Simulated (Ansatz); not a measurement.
**C₂HNO (SMILES N#CC=O): single points off equilibrium**

An exercise on one series of results from a longer session: the logs are not shown, and one member is left open.

Program: Ansatz 0.2.0, Gaussian basis. Level of theory: single points in def2-TZVPP. These are calculated values, not measurements.

Correlated methods freeze the cores. B3LYP uses VWN-RPA correlation.

## Starting geometry

SMILES `N#CC=O`, 5 atoms, charge 0, spin multiplicity 1.

Atoms are counted from 1 here; the program's logs count them from 0.

Bond lengths: N1–C2 1.107 Å, C2–C3 1.503 Å, C3–O4 1.345 Å, C3–H5 1.164 Å. Angles: N1–C2–C3 162.1°, C2–C3–O4 117.0°, C2–C3–H5 120.5°, O4–C3–H5 121.2°.

Coordinates:

```xyz
5
C2HNO
N     0.5097   -1.0607    1.6363
C     0.0777   -0.4870    0.7942
C    -0.0578    0.3141   -0.4697
O    -1.2559    0.2937   -1.0795
H     0.7577    1.0892   -0.7672
```

The first run:

run/in.yaml reads:

```yaml
crystal:
  periodic: [false, false, false]
  atoms:
    - {symbol: N, position_ang: [0.509700, -1.060700, 1.636300]}
    - {symbol: C, position_ang: [0.077700, -0.487000, 0.794200]}
    - {symbol: C, position_ang: [-0.057800, 0.314100, -0.469700]}
    - {symbol: O, position_ang: [-1.255900, 0.293700, -1.079500]}
    - {symbol: H, position_ang: [0.757700, 1.089200, -0.767200]}
basis:
  gaussian: {orbitals: def2-TZVPP}
correlation: {method: ccsd_t}
output: {forces: true}
```

The command line of these runs was not kept.

Steps of the session up to this table: CCSD(T)/def2-TZVPP; PBE0-D4/def2-TZVPP; wB97M-V/def2-TZVPP; r2SCAN-D4/def2-TZVPP; PBE-D4/def2-TZVPP; B3LYP-D4/def2-TZVPP; revPBE-D4/def2-TZVPP.

One table of the session follows, with a row left open; its other results are not shown here.

```
   method  RMS force component (eV/Å)  angle to CCSD(T) forces (°)  dipole (D)
  CCSD(T)                       4.000                    reference        2.49
  PBE0-D4                           ?                            ?           ?
  wB97M-V                       3.856                         11.2        2.56
r2SCAN-D4                       3.953                          5.3        2.46
   PBE-D4                       4.055                          3.0        2.36
 B3LYP-D4                       3.819                          7.9        2.50
revPBE-D4                       4.098                          3.6        2.34
```

Estimate the missing values for PBE0-D4.

The run gave: RMS force component (eV/Å): 3.955; angle to CCSD(T) forces (°): 9.4; dipole (D): 2.52. In the column «RMS force component (eV/Å)» it lies between r2SCAN-D4 (3.953) and CCSD(T) (4.000).
